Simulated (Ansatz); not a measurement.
**Bulk modulus B0 of some III–V compounds, all zinc-blende**

Method: PBE-D4 (Ansatz, a first-principles code, plane waves, PAW). References are measured values corrected to a static lattice.

Values in GPa.

| solid | reference | PBE-D4 | error (%) |
|---|---|---|---|
| zinc-blende InAs | 58.6 | 54.4 | -7.2 |
| zinc-blende GaP | 89.6 | 85.8 | -4.2 |
| zinc-blende InSb | 46.1 | 42.0 | -8.9 |
| zinc-blende BP | 176 (168–176) | 171 | -2.8 |
| zinc-blende AlAs | 75 | ? | ? |
| zinc-blende InP | 72 | 65.5 | -9.0 |
| cubic BN | 410 (388–410) | 385 | -6.1 |
| zinc-blende GaAs | 76.7 | 69.7 | -9.1 |

Estimate the withheld PBE-D4 value.

The errors of the other rows run from -9.1 % to -2.8 %, with a median of -7.2 %; carried to the reference 75.0 it gives 69.6 GPa. The run gives 73.5 GPa (-2.0 %), +5.6 % from the estimate, outside the range of the other rows; the row was drawn at random, and such an estimate is rough. Over these 8 solids the mean error is -6.2 %, the mean absolute error 6.2 % (median 6.6 %), and the worst case zinc-blende GaAs at -9.1 %; the value is below the reference in 8 of 8 cases.

All these references are brought to a static lattice.

Spin–orbit coupling is left out, also for the solids with elements from indium on (zinc-blende InAs, zinc-blende InSb, zinc-blende InP); its size isn't shown.

Brackets give the range of the sources taken for a reference, where it is wide; it can hold other temperatures.

Differences are worked out from the printed values.

Each level is taken at its own relaxed cell. Caveats: the gap of the solid is closed in this run (zinc-blende InAs, zinc-blende InSb). Ansatz's density-functional and Hartree–Fock values are scalar-relativistic unless marked +SOC, with PAW data made under PBE.

Not in this set, of the III–V compounds with a reference value in our tables and a result at some level: 3 for a reference at room or unstated temperature; 1 for a high-temperature or high-pressure phase; 1 for sources at odds. These can be a level's best or worst cases. At least 2 more with a reference value are held back for tests. Solids without a released value at any level aren't counted. Layered and molecular crystals are counted apart.

References as tabulated in Mejia-Rodriguez and Trickey (2018), arXiv:1807.09216; Goldzak et al. (2022), arXiv:2208.04865.
